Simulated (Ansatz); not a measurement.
Barrier height from Cl + CH4 (SMILES C) to the transition structure CH4Cl, without zero-point energy, on the benchmark's geometries as Psi4's copy of the set gives them.
Transition structure (charge 0, multiplicity 2, Z-matrix in Å and degrees):
```
C
H 1 1.0819
H 1 1.0819 2 116.30
H 1 1.0819 2 116.30 3 142.70
H 1 1.3965 2 101.23 4 108.65
Cl 5 1.4514 2 146.55 1 -179.99
```
Reactant (charge 0, multiplicity 1):
```xyz
5

C      0.0000     0.0000     0.0000
H      0.0000     1.0874     0.0000
H     -0.5126    -0.3625     0.8879
H     -0.5126    -0.3625    -0.8879
H      1.0253    -0.3625     0.0000
```

Open shells are unrestricted; no spin–orbit coupling.

Cores are frozen in the correlated methods.

Programs: Ansatz (an electronic-structure program). 

Question: One of these levels gives 19.53 kcal/mol for the barrier height. Which one is it?
A. B97M-V/def2-TZVPPD
B. HF/aug-cc-pV(D+d)Z
C. MP2/aug-cc-pV(T+d)Z
D. B2PLYP/def2-TZVPPD

Answer: B, HF/aug-cc-pV(D+d)Z. The others give 2.68 (B97M-V/def2-TZVPPD), 6.02 (B2PLYP/def2-TZVPPD), 7.05 (MP2/aug-cc-pV(T+d)Z)
